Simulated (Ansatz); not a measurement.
**LiMg− (quintet): from Hartree-Fock to the top rungs, aug-cc-pVTZ**

Aim: climb from Hartree-Fock through coupled cluster for LiMg− (quintet) at one geometry and basis, and see what each rung misses.

Program: Ansatz 0.2.0, Gaussian basis. Level of theory: aug-cc-pVTZ, core rule «outside noble gas», up to 6 orbitals frozen. These are calculated values, not measurements.

Plan: UHF; CCSD(T) on ROHF; CCSD(T) on UHF; BCCD(T) on ROHF; CCSDT(Q) on ROHF; CCSDT(Q) on UHF; Full CI.

26 further runs of the same task are left out: 7 for a known fault of the program, 7 that didn't finish, 12 set aside as unsound or not needed.

### Step 1. The system

The geometry is a PBE0/def2-TZVPD stationary point (not a proven minimum) of the parent state, kept for this charge and spin.

2 atoms, charge -1, spin multiplicity 5.

Atoms are counted from 1 here; the program's logs count them from 0.

No contacts short enough for the rule that draws bonds.

As a file:

```xyz
2
LiMg
Li    0.00000    0.00000    0.00000
Mg    0.00000    0.00000    2.94010
```

### Step 2. UHF

in.yaml reads:

```yaml
crystal:
  periodic: [false, false, false]
  atoms:
    - {symbol: Li, position_ang: [0.000000, 0.000000, 0.000000]}
    - {symbol: Mg, position_ang: [0.000000, 0.000000, 2.940100]}
basis:
  gaussian: {orbitals: aug-cc-pVTZ}
total_charge: -1
magnetization: {spin_polarized: true, initial_magnetization: 4}
hamiltonian: {xc: hf}
output: {orbitals: {seedname: orbitals}}
```

Command:

```bash
ansatz run in.yaml --threads 1 --pin off --events-out ev --progress --plain --max-ram 2393MiB
```

The runs that follow: CCSD(T) on ROHF; CCSD(T) on UHF; BCCD(T) on ROHF; CCSDT(Q) on ROHF; CCSDT(Q) on UHF; Full CI.

**Question.** What will the summary of the whole plan be? Wanted: UCCSDT(Q) from the RHF energy; RMP2 from UCCSDT(Q); UMP2 from UCCSDT(Q); RCCSD from UCCSDT(Q); RCCSD(T) from UCCSDT(Q); UCCSD(T) from UCCSDT(Q); RCCSDT(Q) from UCCSDT(Q); T1 diagnostic.

The runs gave:

| quantity | value |
| --- | --- |
| UCCSDT(Q) from the ROHF energy | -0.6940 eV |
| RMP2 from UCCSDT(Q) | +7.37 kcal/mol |
| UMP2 from UCCSDT(Q) | +7.34 kcal/mol |
| RCCSD from UCCSDT(Q) | +1.48 kcal/mol |
| RCCSD(T) from UCCSDT(Q) | +0.55 kcal/mol |
| UCCSD(T) from UCCSDT(Q) | +0.52 kcal/mol |
| RCCSDT(Q) from UCCSDT(Q) | +0.03 kcal/mol |
| levels within 1 kcal/mol (43 meV) | RCCSD(T), UCCSD(T), BCCD(T), RCCSDT, UCCSDT, RCCSDT(Q) |
| T1 diagnostic | 0.017 |

RCCSD(T) lands +0.55 kcal/mol from the yardstick (3.4 % of the correlation energy). Coupled cluster took another determinant than the lowest Hartree-Fock one. These misses are within one basis, not against nature; the frozen cores of restricted and unrestricted runs differ, which can shift their rows.
